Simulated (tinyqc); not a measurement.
UKS/PBE0 in the sto-3g basis, for H2O+, spin multiplicity 2, step by step. One step of it, computed by the program tinyqc.

Question. Orthogonalisation. S = U s U^T; canonical form X = U s^(-1/2), so that X^T S X = 1. Each column of U has its largest component positive (the first on a tie).

overlap S:
```
           1O 1s     1O 2s    1O 2px     1O 2py    1O 2pz     2H 1s      3H 1s
1O 1s   1.000000  0.236704  0.000000   0.000000  0.000000  0.021717   0.021717
1O 2s   0.236704  1.000000  0.000000   0.000000  0.000000  0.260597   0.260597
1O 2px  0.000000  0.000000  1.000000   0.000000  0.000000  0.000000   0.000000
1O 2py  0.000000  0.000000  0.000000   1.000000  0.000000  0.191305  -0.191305
1O 2pz  0.000000  0.000000  0.000000   0.000000  1.000000  0.159113   0.159113
2H 1s   0.021717  0.260597  0.000000   0.191305  0.159113  1.000000   0.106517
3H 1s   0.021717  0.260597  0.000000  -0.191305  0.159113  0.106517   1.000000
```

Give: eigenvalues of S; X.

Answer.

eigenvalues of S: 0.5713  0.6710  0.8875  1.0000  1.1093  1.2225  1.5384

X:
```
              1        2        3       4        5        6       7
1O 1s   -0.4427   0.0000   0.6704  0.0000  -0.5985   0.0000  0.2443
1O 2s    0.9007   0.0000  -0.2735  0.0000  -0.3141   0.0000  0.4842
1O 2px   0.0000   0.0000   0.0000  1.0000   0.0000   0.0000  0.0000
1O 2py   0.0000   0.7754   0.0000  0.0000   0.0000   0.6986  0.0000
1O 2pz   0.4007   0.0000   0.6943  0.0000   0.5998   0.0000  0.2301
2H 1s   -0.5397  -0.6667  -0.2454  0.0000   0.2060   0.4062  0.3892
3H 1s   -0.5397   0.6667  -0.2454  0.0000   0.2060  -0.4062  0.3892
```
